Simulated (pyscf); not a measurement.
O=Ga–OH (SMILES [O]=[Ga][OH]) + H₂O (SMILES O) -> HO–Ga(OH)–OH (SMILES [OH][Ga]([OH])[OH]) (addition across a multiple bond or ene-type step; singlet surface; H–O broken, H–O, Ga–O formed). Optimised with ωB97X-D3(BJ)/def2-SVP in PySCF. MP2 and CC: frozen core, UHF for open shells. ΔMP2 is the change of the MP2 total energy from the triple- to the quadruple-zeta basis. Energies in kcal/mol from the separated reactants.

```csv
level,barrier,reaction energy
PBE/def2-TZVP,…,-58.4
r²SCAN/def2-TZVP,-17.1,-66.0
B3LYP-D3(BJ)/def2-TZVP,-13.7,-64.2
PBE0-D3(BJ)/def2-TZVP,-16.8,-67.5
ωB97M-D3(BJ)/def2-TZVP,-15.1,-67.8
MP2/def2-QZVPP,-12.2,-63.5
CCSD(T)/def2-TZVPP + ΔMP2(QZVPP),…,…
```

Q: What belongs in the gaps?

A: 
- PBE/def2-TZVP, barrier: -14.7
- CCSD(T)/def2-TZVPP + ΔMP2(QZVPP), barrier: -12.9
- CCSD(T)/def2-TZVPP + ΔMP2(QZVPP), reaction energy: -66.4

On the reactant side the descent ends in an adduct with a Ga–O contact, 17.5 kcal/mol under the separated species and 1.5 kcal/mol under the saddle at ωB97X-D3(BJ)/def2-TZVP. At PBE, r²SCAN, B3LYP-D3(BJ), PBE0-D3(BJ), ωB97M-D3(BJ)/def2-TZVP, MP2, CCSD(T) the saddle lies under the separated reactants, which points to a path from their complex (located at ωB97X-D3(BJ) alone). What is counted as formed (Ga–O) is already present as a longer contact in the reactant adduct; forming that adduct is a step of its own. At ωB97X-D3(BJ)/def2-TZVP the barrier from the zero used here is -16.0 kcal/mol. One saddle was located; it need not be the lowest between these sides. The CCSD(T) − MP2 part came from Ansatz, without density fitting, on the same reference. The frozen core leaves the outer d or s,p core shells of the metals and heavy elements correlated in the MP2 and CC values, and def2-TZVPP describes them poorly, which can shift differences by a few kcal/mol. Elements up to Kr have no core potential and no relativistic terms here.
